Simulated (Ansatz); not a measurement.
## BH2, doublet in aug-cc-pVTZ: errors against full CI

Geometry: a point of a stretch scan, not a stationary point.

```json
{"atom": "B", "x (Å)": "0.0000", "y (Å)": "-0.0944", "z (Å)": "0.0304"}
{"atom": "H", "x (Å)": "0.0000", "y (Å)": "0.5975", "z (Å)": "-1.4333"}
{"atom": "H", "x (Å)": "0.0000", "y (Å)": "0.4147", "z (Å)": "1.1074"}
```

Basis aug-cc-pVTZ; Ansatz 0.2.0. Only valence electrons are correlated (noble-gas cores frozen), which leaves 5 electrons in 91 orbitals. Prefix R: restricted or restricted open-shell reference; prefix U: unrestricted. Active spaces: pair = (3e, 3o) about the gap; valence = (5e, 6o) chosen from the atoms' valence shells.

Full CI is exact within this basis and frozen core; it isn't the basis-set limit. The frozen core follows each run's orbitals, which can shift R against U totals by a few meV.

For open shells CISD is restricted-active-space CI with the open shells as a complete middle space.

* UHF ⟨S²⟩: 0.754
* T1 diagnostic (RCCSD): 0.0201
* largest doubles amplitude (RCCSD): 0.031
* T1 diagnostic (UCCSD): 0.0151

| level | E − E(RHF) (eV) |
| --- | --- |
| UHF | -0.0396 |
| RMP2 | -2.3489 |
| UMP2 | -2.3503 |
| RCCSD | -2.9289 |
| UCCSD | -2.9302 |
| RCCSD(T) | -3.0009 |
| UCCSD(T) | -3.0012 |

**Question.** Estimate how far full CI in aug-cc-pVTZ lies from RCCSD(T). The table doesn't fix it; the size of (T) and the diagnostics are the guide.

**Answer.** Full CI in aug-cc-pVTZ lies 0.45 kcal/mol below RCCSD(T), which is 27 % of the (T) step (-1.66 kcal/mol). The diagnostics give no warning, yet the rest is a sizeable part of (T).

The other levels:

| level | E − E(full CI) (kcal/mol) | share of correlation (%) | wall time |
| --- | --- | --- | --- |
| CISD | 3.76 | 94.60 | 8.5 s |
| BCCD(T) | 0.45 | 99.35 | 6 s |
| RCCSDT | 0.03 | 99.95 | – |
| UCCSDT | 0.03 | 99.96 | – |
| RCCSDT(Q) | 0.01 | 99.99 | 2.6 s (H100) |
| UCCSDT(Q) | 0.00 | 100.00 | 2.6 s (H100) |
| CASSCF (pair space) | 54.55 | 21.68 | – |
| NEVPT2 (pair space) | 13.75 | 80.26 | 1.5 s (H100) |
| MRCISD (pair space) | 2.60 | 96.26 | – |
| MRCISD+Q (pair space) | 0.13 | 99.81 | 1.5 s (H100) |
| CASSCF (valence space) | 39.60 | 43.15 | – |
| NEVPT2 (valence space) | 12.23 | 82.44 | 4.1 s |
| MRCISD (valence space) | 2.03 | 97.09 | – |
| MRCISD+Q (valence space) | 0.75 | 98.93 | 1.4 s (H100) |

The correlation energy at full CI, counted from RHF, is -3.020 eV. That run took 20 min on 5 threads of AMD EPYC 7R13 with a whole H100 80 GB, shared host over 249,515,925 determinants.

Times hold each run's SCF and search for its determinant on a shared host, so for small cases they say little of a method's own cost; rows without a card ran on 1 thread of AMD EPYC 7R13.

The full-CI state has the irrep A' of Cs, in the program's axes.

Natural occupations of full CI about the gap: 1.952 1.923 0.985 0.048 0.022 0.018 0.009 0.008 0.007 0.006; effectively unpaired electrons, Σ n²(2−n)², 1.04.
